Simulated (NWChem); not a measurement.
# Basis-set convergence for FLi

```xyz
2

Li     0.0000     0.0000    -1.1492
F      0.0000     0.0000     0.3831
```
Charge 0, spin multiplicity 1.

Program: NWChem. All single points use one geometry, from PBE0/def2-SVP, a minimum by its harmonic frequencies.

Quantity: vertical ionisation energy at the level ΔCCSD(T) (Δ: difference of total energies, the cation a doublet at the parent's geometry with its hole in an orbital of symmetry b1 (C2v labels); it is the state that the SCF runs reached, from PBE0 orbitals for Hartree-Fock references, and need not be the lowest).

The correlated methods keep 1 core orbital frozen. The Pople sets run with spherical d functions. The structure started from a generated list of species. No SCF solution was tested for a lower state. Open-shell Hartree-Fock references start from PBE0 orbitals; any time given for them includes that run.

Relative cost: rough, from shared machines, SCF included, STO-3G = 1.

Question: In cc-pVTZ the value is 11.49 eV. Among STO-3G, 3-21G, pcseg-1, def2-SVP, cc-pVDZ, def2-SVPD, 6-311G**, def2-TZVP, def2-TZVPP, which is the smallest basis within 0.2 eV of it?

Answer: def2-SVPD, with 35 functions against 60 (also within reach: def2-TZVP, def2-TZVPP). cc-pVTZ isn't the basis-set limit itself, and a small set can land close by cancellation.

```
basis       functions  vertical ionisation energy (eV)  relative cost
----------  ---------  -------------------------------  -------------
STO-3G             10                             7.43              1
3-21G              18                            10.03        under 3
pcseg-1            23                            11.26        under 3
def2-SVP           23                            10.89        under 3
cc-pVDZ            28                            11.06        under 3
def2-SVPD          35                            11.56        under 3
6-311G**           36                            11.13        under 3
def2-TZVP          45                            11.36        under 3
def2-TZVPP         50                            11.43        under 3
cc-pVTZ            60                            11.49              4
```
